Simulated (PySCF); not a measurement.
Excitation energies in several basis sets

CH₄.
InChI=1S/CH4/h1H4

TDDFT with PBE0 (PySCF), vertical singlets, core orbitals frozen in the response, spherical d and f functions. Geometry: PBE0-D3(BJ)/def2-SVP; no solvent, vibrations or thermal averaging.

Question: How do the low singlets change with the basis? Take 6-31G*, 6-31+G*, def2-SVP, def2-SVPD, def2-TZVP, aug-cc-pVDZ, def2-TZVPD and aug-cc-pVTZ.

Answer: 

| basis | functions | diffuse | S1 (eV) | S2 (eV) | S3 (eV) | S4 (eV) | S5 (eV) | LUMO (eV) | α (au) |
| --- | --- | --- | --- | --- | --- | --- | --- | --- | --- |
| 6-31G* | 22 | no | 12.80 | 12.80 | 12.80 | 13.79 | 13.79 | 3.59 | 12.5 |
| 6-31+G* | 26 | yes | 10.32 | 10.33 | 10.33 | 11.53 | 11.53 | 0.79 | 13.4 |
| def2-SVP | 34 | no | 11.66 | 11.66 | 11.66 | 13.16 | 13.17 | 2.34 | 13.0 |
| def2-SVPD | 52 | yes | 10.51 | 10.51 | 10.51 | 12.81 | 12.81 | 0.97 | 16.7 |
| def2-TZVP | 55 | no | 11.10 | 11.10 | 11.11 | 12.76 | 12.76 | 1.66 | 15.3 |
| aug-cc-pVDZ | 59 | yes | 9.79 | 9.79 | 9.80 | 10.89 | 10.89 | 0.08 | 17.0 |
| def2-TZVPD | 73 | yes | 10.14 | 10.14 | 10.14 | 12.24 | 12.24 | 0.56 | 17.0 |
| aug-cc-pVTZ | 138 | yes | 9.79 | 9.79 | 9.79 | 10.82 | 10.82 | 0.03 | 17.2 |

States are compared by their number. Against the largest diffuse basis here (aug-cc-pVTZ, itself not a converged limit), sets without diffuse functions differ by up to 3.01 eV in S1 and 2.97 eV in S5; the smaller diffuse sets differ by up to 0.71 and 1.99 eV. State by state, the largest deviation of a set without diffuse functions is S1 3.01, S2 3.01, S3 3.01, S4 2.97, S5 2.97 eV. The same number needn't mean the same state in each row. Against aug-cc-pVTZ the polarisability deviates by -27% in 6-31G*, -22% in 6-31+G*, -24% in def2-SVP, -3% in def2-SVPD, -11% in def2-TZVP, -1% in aug-cc-pVDZ, -1% in def2-TZVPD. A single + in a Pople set puts diffuse functions on heavy atoms only.
